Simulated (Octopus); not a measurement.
# A workflow on SiH4S (sulfanylsilane)

Wanted: energy and forces (PZ81 LDA), then the response to a field (PZ81 LDA) of SiH4S (sulfanylsilane). 

The results are computed with Octopus 16.4.

8 further runs of the same task are left out: 8 set aside as unsound or not needed.

### Step 1. The molecule

The species is SiH4S (6 atoms), meant as a singlet with charge 0. As SMILES, `[SiH3]S`. Geometry: relaxed at PBE0-D4/def2-TZVP.

Bond lengths: Si1–S2 2.137 Å, Si1–H3 1.485 Å, Si1–H4 1.482 Å, Si1–H5 1.485 Å, S2–H6 1.344 Å. Angles: Si1–S2–H6 94.7°, S2–Si1–H3 111.6°, S2–Si1–H4 104.8°, S2–Si1–H5 111.6°, H3–Si1–H4 110.0°, H3–Si1–H5 108.8°, H4–Si1–H5 110.0°.

### Step 2. Energy and forces at PZ81 LDA (scalar, in the pseudopotentials, pseudodojo_pbesol potentials, box margin 7 angstrom, extra states 0, grid spacing 0.22 angstrom, mix field default) (run 1)

Launch:

```bash
$ OMP_NUM_THREADS=1 octopus > gs.log
```

What it wrote:

```text
Version                : 16.4
************************** Calculation Mode **************************
Input: [CalculationMode = gs]
Input: [SpinComponents = unpolarized]
******************************* Space ********************************
Octopus will run in 3 dimension(s).
Octopus will treat the system as periodic in 0 dimension(s).
Input: [AllElectronType = no]
Input: [PseudopotentialSet = pseudodojo_pbesol]
Reading Coordinates from Coordinates block
****************************** Species *******************************
  Species 'Si'
    type             : pseudopotential
    file format      : UPF2
    valence charge   : 4.0
    atomic number    :  14
    form on file     : kleinman-bylander
    lmax             : 2
    llocal           : -1
    projectors per l : 2
    total projectors : 6
    application form : kleinman-bylander
    orbitals         :  4
    bound orbitals   :  4
  Species 'S'
    type             : pseudopotential
    file format      : UPF2
    valence charge   : 6.0
    atomic number    :  16
    form on file     : kleinman-bylander
    lmax             : 2
    llocal           : -1
    projectors per l : 2
    total projectors : 6
    application form : kleinman-bylander
    orbitals         :  4
    bound orbitals   :  4
  Species 'H'
    type             : pseudopotential
    file format      : UPF2
[... 33 lines left out ...]
** Warning:
[... 51 lines left out ...]
** Warning:
[... 34 lines left out ...]
Converged eigenvectors: 0
#  State  Eigenvalue [eV]  Occupation    Error
[... 11 lines left out ...]
Converged eigenvectors: 0
#  State  Eigenvalue [eV]  Occupation    Error
[... 57 lines left out ...]
Converged eigenvectors: 0
#  State  Eigenvalue [eV]  Occupation    Error
[... 11 lines left out ...]
Converged eigenvectors: 0
#  State  Eigenvalue [eV]  Occupation    Error
[... 8 lines left out ...]
Info: SCF converged in   19 iterations
** Warning:
**   Some of the states are not fully converged!
[... 1 line left out ...]
Octopus emitted 3 warnings.
```

It took 20 s on 1 thread of Intel Xeon 6975P-C (Granite Rapids), shared host; peak memory 0.19 GiB.

### Step 3. The polarisability at PZ81 LDA (scalar, in the pseudopotentials, pseudodojo_pbesol potentials, box margin 7 angstrom, extra states 0, frequencies ev (0) eV, grid spacing 0.22 angstrom) (run 2)

Launch:

```bash
$ OMP_NUM_THREADS=1 octopus > em_resp.log
```

What it wrote:

```text
Version                : 16.4
************************** Calculation Mode **************************
Input: [CalculationMode = em_resp]
Input: [SpinComponents = unpolarized]
******************************* Space ********************************
Octopus will run in 3 dimension(s).
Octopus will treat the system as periodic in 0 dimension(s).
Input: [AllElectronType = no]
Input: [PseudopotentialSet = pseudodojo_pbesol]
Reading Coordinates from Coordinates block
****************************** Species *******************************
  Species 'Si'
    type             : pseudopotential
    file format      : UPF2
    valence charge   : 4.0
    atomic number    :  14
    form on file     : kleinman-bylander
    lmax             : 2
    llocal           : -1
    projectors per l : 2
    total projectors : 6
    application form : kleinman-bylander
    orbitals         :  4
    bound orbitals   :  4
  Species 'S'
    type             : pseudopotential
    file format      : UPF2
    valence charge   : 6.0
    atomic number    :  16
    form on file     : kleinman-bylander
    lmax             : 2
    llocal           : -1
    projectors per l : 2
    total projectors : 6
    application form : kleinman-bylander
    orbitals         :  4
    bound orbitals   :  4
  Species 'H'
    type             : pseudopotential
    file format      : UPF2
[... 33 lines left out ...]
** Warning:
[... 53 lines left out ...]
** Warning:
[... 11 lines left out ...]
** Warning:
[... 9 lines left out ...]
** Warning:
[... 1 line left out ...]
** Warning:
[... 1 line left out ...]
** Warning:
[... 120 lines left out ...]
Info: SCF for response converged in   13 iterations.
[... 120 lines left out ...]
Info: SCF for response converged in   13 iterations.
[... 120 lines left out ...]
Info: SCF for response converged in   13 iterations.
[... 2 lines left out ...]
Octopus emitted 4 warnings.
[... 3 lines left out ...]
  or contact the octopus developers for details.
```

It took 47 s on 1 thread of Intel Xeon 6975P-C (Granite Rapids), shared host; peak memory 0.25 GiB.

### Step 4. Outcome

```
                                   quantity         value
              run 1, PZ81 LDA: total energy  -17.54217 Eh
             run 1, PZ81 LDA: dipole moment        0.93 D
               run 1, PZ81 LDA: HOMO energy      -6.40 eV
  run 1, PZ81 LDA: largest force on an atom    0.408 eV/Å
run 2, PZ81 LDA: mean static polarisability    54.6 bohr³
```

The largest force (run 1, PZ81 LDA) is 0.41 eV/Å: the shape isn't a stationary point for this species at this level.
